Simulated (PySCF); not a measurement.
## Peak assignment

Cartesian coordinates in Å; atom numbers follow the order of the lines, from 1:
```xyz
12

C     2.0924    0.3602   -0.2591
C     0.9056   -0.2132   -0.3932
F     0.7720   -1.3035   -1.1861
C    -0.3408    0.2225    0.2547
C    -1.5611   -0.5921   -0.0599
N    -0.2764    1.2327    1.0113
H     2.1823    1.2229    0.3721
H     2.9623   -0.0176   -0.7653
H    -1.3973   -1.6276    0.2356
H    -1.7434   -0.5831   -1.1339
H    -2.4344   -0.2017    0.4585
H    -1.1601    1.4998    1.4392
```

PySCF 2.14.0 with density-fitted response routines calculation with GIAO PBE0/pcSseg-1 shieldings, geometry from GFN2-xTB and J: B3LYP/pcJ-1 (spin–dipole term only in couplings to heteroatoms); relativity neglected, rapidly exchanging positions averaged, single conformer, no solvent.

Scale: TMS for ¹³C, ¹H (reference shieldings calculated alike).

Task: Assign these signals to the numbered atoms. ¹³C{¹H} NMR (computed): δ 172.9 (C, d, J = 317.6 Hz), 172.6 (C, d, J = 39.1 Hz), 102.0 (CH2, d, J = 20.2 Hz), 28.1 (CH3, d, J = 2.6 Hz).

Result: 
| δ (ppm) | atoms | environment | reason |
| --- | --- | --- | --- |
| 172.9 | C2 | carbon bonded to 2 C, F | – |
| 172.6 | C4 | carbon bonded to 2 C, N | – |
| 102.0 | C1 | carbon bonded to C, 2 H | – |
| 28.1 | C5 | carbon bonded to C, 3 H | – |

C2 and C4 lie closer than the usual error of such a calculation, so a measured spectrum could show them in the other order.

Task: Assign these signals to the numbered atoms. ¹H NMR (400 MHz, computed): δ 10.66 (br s, 1H), 6.30 (dd, J = 44.5, 3.3 Hz, 1H), 5.12 (dd, J = 13.1, 3.3 Hz, 1H), 2.09 (d, J = 6.5 Hz, 3H).

Result: 
| δ (ppm) | atoms | environment | reason |
| --- | --- | --- | --- |
| 10.66 | H12 | hydrogen on a nitrogen bonded to C | – |
| 6.30 | H7 | hydrogen on a carbon bonded to C | – |
| 5.12 | H8 | hydrogen on a carbon bonded to C | – |
| 2.09 | H9/H10/H11 | hydrogen on a carbon bonded to C | – |

OH and NH positions are those of a molecule without intermolecular hydrogen bonds; in solution they move with solvent, concentration and temperature, and exchange usually removes their couplings. Common functionals overestimate the size of one-bond C–F couplings by tens of Hz; these are unscaled. Multiplet labels drop couplings under 1 Hz and merge nearly equal ones. Shifts are as computed. Against solution values, carbons near 30 ppm lie about +3 ppm off and those near 130 ppm about +5 ppm. Of 1211 compounds with measured shifts, 218 miss one by over three times the rms of a fit or turn the order of signals round; such compounds aren't used in these exercises.
